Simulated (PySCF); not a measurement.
CH, charge +1, multiplicity 1.

```xyz
2

C      0.0000     0.0000    -0.1625
H      0.0000     0.0000     0.9751
```
Charge +1, spin multiplicity 1.

The structure is a stationary point at B3LYP-D3(BJ)/def2-TZVPD.

All values below come from PBE/pcSseg-2 (PySCF). Non-relativistic, no solvent.

Computed absolute GIAO shielding of each atom: isotropic value and principal components (ppm):
| atom | σ(iso) | σ11 | σ22 | σ33 | span |
|---|---|---|---|---|---|
| C1 | -1090.3 | -1759.2 | -1759.2 | 247.5 | 2006.7 |
| H2 | 30.0 | 29.9 | 29.9 | 30.1 | 0.2 |
